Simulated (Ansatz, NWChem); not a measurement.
Worked example: the enthalpy of formation of LiH (SMILES [LiH])

The species is LiH (2 atoms), meant as a singlet with charge 0. SMILES: `[LiH]`. Geometry: the measured bond length.

```xyz
2

Li    0.0000    0.0000    0.0000
H     0.0000    0.0000    1.5957
```

Total energies at TPSS/cc-pVTZ (NWChem 7.3.0); the atoms run unrestricted:

```tsv
species	state	energy (Eh)
LiH	singlet	-8.082505
Li	doublet	-7.488461
H	doublet	-0.499869
```

Harmonic wavenumbers at PBE0/aug-cc-pVTZ, in cm⁻¹: 1411.

Measured heats of formation of the gaseous atoms at 298.15 K, in kJ/mol: Li 159.3, H 218.0. Take 1 Eh = 2625.50 kJ/mol, 1 cm⁻¹ = 0.0119627 kJ/mol, RT = 2.479 kJ/mol.

Problem. Work out the heat of formation of the gas at 298 K.

Solution. 
1. Electronic atomisation energy: (-7.488461) + (-0.499869) − (-8.082505) = 0.094175 Eh = 247.3 kJ/mol.
2. Zero-point energy: half the sum of the wavenumbers, 705.5 cm⁻¹ = 8.4 kJ/mol.
3. Thermal vibrational enthalpy, Σ hcν̃/(exp(hcν̃/kT) − 1): 0.0 kJ/mol. Translation, rotation and pV of a linear molecule: 3.5 RT = 8.7 kJ/mol.
4. The 2 free atoms carry 5/2 RT each: 12.4 kJ/mol.
5. Atomisation enthalpy at 298 K: 247.3 − 8.4 − 0.0 − 8.7 + 12.4 = 242.6 kJ/mol.
6. Sum of the atoms' heats of formation: 377.3 kJ/mol. Heat of formation: 377.3 − 242.6 = +134.7 kJ/mol.

No measured value is set beside it here. Anharmonicity and any spin-orbit splitting of the molecule are left out.
